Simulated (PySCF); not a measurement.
## 1-chloropropane, C$_{3}$H$_{7}$Cl

Geometry:
| atom | x (Å) | y (Å) | z (Å) |
| --- | --- | --- | --- |
| C1 | -1.238 | -0.078 | 0.486 |
| C2 | 0.011 | -0.539 | -0.249 |
| C3 | 1.082 | 0.526 | -0.228 |
| Cl4 | 2.555 | 0.002 | -1.089 |
| H5 | -1.022 | 0.153 | 1.532 |
| H6 | -2.008 | -0.852 | 0.469 |
| H7 | -1.661 | 0.821 | 0.028 |
| H8 | 0.406 | -1.450 | 0.208 |
| H9 | -0.227 | -0.786 | -1.287 |
| H10 | 1.386 | 0.766 | 0.791 |
| H11 | 0.746 | 1.441 | -0.716 |

Computed with quadratic response CAM-B3LYP/def2-TZVPD first hyperpolarisability, Taylor convention, gas phase (PySCF). Geometry: PBE0-D3(BJ)/def2-TZVP.

Q: Give the tensor of the second harmonic β(−2ω;ω,ω) at 1064 nm in the axes of these coordinates.

A: In au, Taylor convention; rows are the first index (the induced dipole):
```
      xx    yy    zz     xy    xz    yz
x  -40.3  +0.2  -5.9  -10.8  +5.3  +7.8
y  -10.5  +5.0  -4.4   +0.2  +7.6  +3.3
z   +5.5  +3.3  +6.2   +7.7  -5.8  -4.4
```
Norm of βᵢ = ⅓ Σⱼ (βᵢⱼⱼ + βⱼᵢⱼ + βⱼⱼᵢ): 49.3 au, hyper-Rayleigh value 21.0 au.
